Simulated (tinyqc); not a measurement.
Inside a calculation. Method: Hueckel theory of the pi electrons, for the molecule C=C1C=CC=C1 (SMILES; centres numbered as the heavy atoms are written). Computed by tinyqc, a small Python program that keeps every step. Settings: charge = 0. Command: `OMP_NUM_THREADS=1 python tinyqc.py 27538 27539 out.jsonl` (the two numbers bound the seeds that draw the settings). One thread of a shared host (Intel(R) Xeon(R) Processor @ 2.60GHz), about 0.01 s of CPU time with the checks.

## The Hueckel matrix

Centres:
```
centre  z_r, pi electrons of the neutral centre         h
1C                                            1  0.000000
2C                                            1  0.000000
3C                                            1  0.000000
4C                                            1  0.000000
5C                                            1  0.000000
6C                                            1  0.000000
```

Bonds:
```
i  j  k
1  2  1
2  3  1
3  4  1
4  5  1
5  6  1
6  2  1
```

H_rr = alpha + h_r beta, H_rs = k_rs beta for bonded centres.

Hueckel matrix in units of beta (H = alpha + beta A), lower triangle:
```
          1C        2C        3C        4C        5C        6C
1C  0.000000
2C  1.000000  0.000000
3C  0.000000  1.000000  0.000000
4C  0.000000  0.000000  1.000000  0.000000
5C  0.000000  0.000000  0.000000  1.000000  0.000000
6C  0.000000  1.000000  0.000000  0.000000  1.000000  0.000000
```

## Orbitals

pi electrons, sum of z_r less the charge = 6

Diagonalise; E = alpha + x beta with beta < 0, so the largest x are filled first; degenerate levels share their electrons. P = sum n_i c_ri c_si; each orbital has its largest coefficient positive (the first on a tie).

x values: 2.114908  1.000000  0.618034  -0.254102  -1.618034  -1.860806

occupations: 2.000000  2.000000  2.000000  0.000000  0.000000  0.000000

coefficients:
```
         MO1        MO2        MO3        MO4        MO5        MO6
1C  0.247276   0.500000   0.000000   0.749476   0.000000  -0.356568
2C  0.522966   0.500000   0.000000  -0.190443   0.000000   0.663504
3C  0.429374   0.000000   0.601501  -0.350542  -0.371748  -0.439042
4C  0.385121  -0.500000   0.371748   0.279516   0.601501   0.153468
5C  0.385121  -0.500000  -0.371748   0.279516  -0.601501   0.153468
6C  0.429374   0.000000  -0.601501  -0.350542   0.371748  -0.439042
```

charge and bond-order matrix P, lower triangle:
```
           1C         2C         3C         4C        5C        6C
1C   0.622291
2C   0.758634   1.046987
3C   0.212348   0.449096   1.092331
4C  -0.309538  -0.097190   0.777936   1.073030
5C  -0.309538  -0.097190  -0.116491   0.520243  1.073030
6C   0.212348   0.449096  -0.354882  -0.116491  0.777936  1.092331
```

## Energy, charges, bond orders

E = sum n x; q_r = z_r - P_rr; bond order p = P_rs; free valence = sqrt(3) - sum of p over the bonds of the atom.

pi energy = 6 alpha + this times beta = 7.465883

pi charges: 1C 0.377709, 2C -0.046987, 3C -0.092331, 4C -0.073030, 5C -0.073030, 6C -0.092331

Bond orders and lengths from R = 1.517 - 0.180 p (angstrom, C-C alone):
```
bond         p         R
1-2   0.758634  1.380446
2-3   0.449096  1.436163
3-4   0.777936  1.376972
4-5   0.520243  1.423356
5-6   0.777936  1.376972
6-2   0.449096  1.436163
```

free valence of the carbons: 1C 0.973417, 2C 0.075224, 3C 0.505019, 4C 0.433872, 5C 0.433872, 6C 0.505019

gap between the highest filled and the next level = 0.872136 |beta|
